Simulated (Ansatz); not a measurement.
**Isomers**

Structures of BNH3S (charge -1), closed shell, relaxed at PBE0-D4/def2-TZVPD (vibrations not checked; lower isomers may exist, and structures with a doubtful reference or unclear bonds are left out). Computed with Ansatz 0.2.0 (basis: def2-TZVPPD); correlated methods freeze the cores. B3LYP uses VWN-RPA correlation.

Question: Rank them by CCSD(T) energy, lowest first, and give each one's height above the lowest. Links in brackets join atoms within 1.22 times the sum of their covalent radii (1.1 for two metals). (Judge from chemistry; the value comes from the calculation.)
A.
BNH₃S ([NH2][BH][S]), total charge -1
```
6
angstrom
N -0.4180 -0.0047 -0.6607
B 0.3751 -0.1012 0.5299
S 0.5989 1.2219 1.6744
H -0.5438 -0.7607 -1.3115
H -0.8929 0.8513 -0.8961
H 0.8808 -1.2066 0.6639
```
B.
BNH₃S ([NH3][B][S]), total charge -1
```
6
angstrom
N -0.3148 -0.1348 -0.7740
B 0.3597 -0.3151 0.7114
S 0.3888 1.1922 1.5390
H -1.1096 -0.7704 -0.8424
H -0.6123 0.8484 -0.9592
H 0.3648 -0.4417 -1.4701
```
C.
BNH₃S ([NH][BH][SH]), total charge -1
```
6
angstrom
N -0.4452 -0.3590 -1.0149
B 0.5895 -0.5313 -0.1577
S 0.6620 0.3911 1.5149
H -0.3269 -0.9220 -1.8546
H 1.5899 -1.2333 -0.2529
H -0.4985 1.0528 1.3618
```

Answer: By the calculation: A (0.0 kJ/mol), C (97.0 kJ/mol), B (314.4 kJ/mol). Heights count from the lowest.

Question: Do PBE-D4, r2SCAN-D4, PBE0-D4, B3LYP-D4, wB97M-V, HF, MP2 give the same order? (Judge from chemistry; the calculation decides.)

Answer: Computed: All do.

The T1 diagnostic stays at or below 0.028. The restricted Hartree–Fock reference is unstable towards an unrestricted one at one or more of these structures.

For scale, one of the runs: CCSD(T)/def2-TZVPPD, 176 basis functions, launched by `ansatz run in.yaml --threads 2 --pin off --events-out ev --progress --plain --max-ram 4352MiB`. The run took 43 s on 2 CPU threads of an Arm Neoverse N1 (shared host), with 1.6 GiB of host memory at its peak.
